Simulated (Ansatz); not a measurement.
System: CHN, net charge 1, doublet state. 
Structure (B3LYP-D3(BJ)/def2-TZVP (Ansatz, a program for electronic structure) minimum search):
```xyz
3

C      0.0000     0.0000    -0.5256
N      0.0000     0.0000     0.6818
H      0.0000     0.0000    -1.6190
```
Charge +1, spin multiplicity 2.

Basis-set convergence of Hartree-Fock and MP2 correlation energies (hartree) with Ansatz. Valence correlation only, unless marked. Open shells are spin-unrestricted. Spin-orbit coupling is left out. No relativistic terms.

```json
[
 {"basis": "def2-SVP", "functions": "33", "E(HF)": "-92.35518", "E(corr, MP2)": "-0.22542"},
 {"basis": "def2-TZVPP", "functions": "76", "E(HF)": "-92.47181", "E(corr, MP2)": "-0.27218"},
 {"basis": "def2-QZVPP", "functions": "144", "E(HF)": "-92.47562", "E(corr, MP2)": "-0.29138"}
]
```

Extrapolating the two largest sets (X = 3 and 4) as X^-3: E(corr) = (64·(-0.29138) - 27·(-0.27218))/37 = -0.3054 Eh, an estimate of the basis-set limit. The largest set recovers 95.4 % of it, the smallest 73.8 %.
